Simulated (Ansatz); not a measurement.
## Tetradymite Bi2Se3

The numbers are results of r²SCAN-D4 (Ansatz, a first-principles code, PAW), not measurements.

Run with plane-wave cutoff 560 eV, 10×10×10 k mesh, Fermi–Dirac smearing 0.01 eV, scalar-relativistic PAW data made under PBE.

Cell (relaxed at this level):

Space group R-3m, hexagonal axes (No. 166); a = b = 4.149 Å, c = 29.492 Å, α = β = 90.00°, γ = 120.00°

```tsv
atom	site	symmetry	x	y	z
Bi	6c	3m	0.0000	0.0000	0.3990
Se	3a	-3m	0.0000	0.0000	0.0000
Se	6c	3m	0.0000	0.0000	0.2152
```
(The calculation used a cell of 5 atoms; values per cell refer to that cell.)

| Item | Result |
|---|---|
| bulk modulus | 27.0 GPa |
| band gap | 0.68 eV |

Measured, for comparison: band gap 0.3 eV (temperature not stated, not corrected to a static lattice; as tabulated in Park and Ryu (2016), arXiv:1610.06451).

Note: the bulk modulus comes from volumes at which shape and atoms were relaxed.

Spin–orbit coupling is not included; with these elements it can move the gap by several tenths of an eV or more.

The result took about 30 core-minutes (a rough figure).
